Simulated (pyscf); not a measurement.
Structures and frequencies: ωB97X-D3(BJ)/def2-SVP in PySCF. MP2 and CC: frozen core, UHF for open shells. ΔMP2 is the change of the MP2 total energy from the triple- to the quadruple-zeta basis.

Q: PBE/def2-TZVP puts the barrier of `[GeH3]` [doublet] + `[CH]#[CH]` -> `[CH]=[CH][GeH3]` [doublet] (addition; doublet surface; none broken, C–Ge formed) at 0.4 kcal/mol and the reaction energy at -19.7 kcal/mol, from the separated reactants. What do r²SCAN/def2-TZVP, PBE0-D3(BJ)/def2-TZVP, CCSD(T)/def2-TZVPP + ΔMP2(QZVPP) give on the same structures?

A: r²SCAN: ΔE‡ = 0.9 kcal/mol, ΔE = -22.4 kcal/mol; PBE0-D3(BJ): ΔE‡ = 0.9 kcal/mol, ΔE = -23.0 kcal/mol; CCSD(T): ΔE‡ = 5.4 kcal/mol, ΔE = -17.4 kcal/mol. PBE's barrier lies under all of them, by 0.4 to 5.0 kcal/mol. Its reaction energy lies among theirs. On the product side the descent ends in a point that may be a rotor saddle (no frequency run), 1.0 kcal/mol over the lowest minimum found and 23.9 kcal/mol under the saddle at ωB97X-D3(BJ)/def2-TZVP. At ωB97X-D3(BJ)/def2-TZVP the barrier from the zero used here is 2.0 kcal/mol. •HC=CH–GeH₃ lies 27.1 kcal/mol over its isomer H₂C=CH–GeH₂• (electronic energy, ωB97M-D3(BJ)/def2-TZVP). This is the saddle that the search found; another between the same sides may lie lower. The CCSD(T) − MP2 part came from Ansatz, without density fitting, on the same reference. A UHF reference is spin-contaminated (<S²> up to 0.97), which harms MP2 most. The frozen core leaves the outer d or s,p core shells of the metals and heavy elements correlated in the MP2 and CC values, and def2-TZVPP describes them poorly, which can shift differences by a few kcal/mol. Elements up to Kr have no core potential and no relativistic terms here.
